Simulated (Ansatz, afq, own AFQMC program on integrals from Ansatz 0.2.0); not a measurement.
Two steps: Ansatz 0.2.0 writes the Fock matrix and Cholesky factors of the valence space, and afq projects on them the lowest state that overlaps trial and start.

```yaml
crystal:
  periodic: [false, false, false]
  atoms:
    - {symbol: C, position_ang: [0.000000, 0.000000, 0.537661]}
    - {symbol: C, position_ang: [0.000000, 0.000000, -2.141339]}
    - {symbol: H, position_ang: [0.000000, 0.000000, 1.603678]}
basis:
  gaussian: {orbitals: 6-31G}
magnetization: {spin_polarized: true, initial_magnetization: 1}
correlation: {method: ccsd_t, electrons: outside_noble_gas, hamiltonian_folder: ham}
```

```sh
$ ansatz run in.yaml --threads 1 --pin off --events-out ev --progress --plain --max-ram 16896MiB --backend cuda --devices 0, --max-vram 18GiB
```

Options of the walk:

```
--method phaseless --trial cid --walkers 80 --populations 1 --least-time 40 --time-step 0.05 --steps-per-block 10 --equilibration-blocks 200 --max-blocks 400 --target-error 0.00144 --factor-cut 1e-05 --start determinant --seed 7591 --taylor-order 1
```

Times are imaginary, in 1/Eh. The walk had a cap of 60 s.

```
orbitals 18  electrons 5 4  factors 100 of 286
reference energy -75.95282195 Eh
CCSD correlation -0.08659619 Eh in 33 cycles, weight of the determinant in the CISD state 0.8811
energy of the start -76.039268 Eh
 block  time / (1/Eh)  mean weight  energy / Eh
     1     0.500  2.6078  -76.037989
     2     1.000  2.2891  -76.036251
     3     1.500  1.9216  -76.035983
     4     2.000  1.7474  -76.034570
     5     2.500  1.6358  -76.034813
     7     3.500  1.4017  -76.035002
     9     4.500  1.1680  -76.042994
    11     5.500  1.1581  -76.033440
    31    15.500  0.9671  -76.055336
    51    25.500  0.9872  -76.052323
    71    35.500  0.9841  -76.059134
    91    45.500  1.0264  -76.053301
   111    55.500  0.9618  -76.067544
   131    65.500  0.9924  -76.071430
   151    75.500  1.0000  -76.041811
   171    85.500  0.9431  -76.058481
   191    95.500  1.0164  -76.073231
   211   105.500  1.0013  -76.064058
   221   110.500  1.0042  -76.073387
   231   115.500  1.0228  -76.072515
   251   125.500  1.0087  -76.039582
   271   135.500  0.9896  -76.048088
   291   145.500  0.9464  -76.040368
   311   155.500  1.0667  -76.056106
   331   165.500  1.0308  -76.041618
   351   175.500  1.0266  -76.068932
   371   185.500  0.9903  -76.056097
   391   195.500  0.9719  -76.067158
   401   200.500  1.0013  -76.037295
blocks merged  error / Eh  count
     1  0.000814  210
     2  0.001033  105
     4  0.001254  52
     8  0.001346  26
    16  0.001564  13
energy -76.057599 +/- 0.001346 Eh
(rows thinned)
```

The run passed its tests (sampling time, drift between the halves within three errors, error under three times the target), which doesn't prove that it has relaxed.

Against this walk (error 36.6 meV) on the same determinant: CCSD(T) 444.3 meV higher, CCSDT(Q) 344.1 meV higher, CCSDTQ 325.0 meV higher, full CI 300.0 meV higher, a separate phaseless walk with a CISD trial and standard settings 331.1 ± 36.8 meV higher. The error is statistical and leaves out the bias of the constraint. The determinant has ⟨S²⟩ = 2.66, so the low cluster orders mix in higher spin, and so can this walk. The walk lies below full CI of its own spin: with these settings it no longer samples the same Hamiltonian or state.

A setting was made bad on purpose (series of the exponential too short), so the walk's energy isn't to be trusted.

Cautions: constraint bias not in the error; unrestricted determinant spin contaminated (⟨S²⟩ 2.66 against 0.75); the next higher spin lies close (full CI puts it 104 meV above); CCSDT(Q) on the ROHF determinant differs (97 meV higher), perhaps since the unrestricted series falls towards higher spin; walk and cluster series may follow different spin states; the time-step error isn't removed.

CCSDT and higher add their correlation energy to the determinant of the CCSD(T) run, since their own runs factorise the integrals more tightly (a shift of under 2 meV).
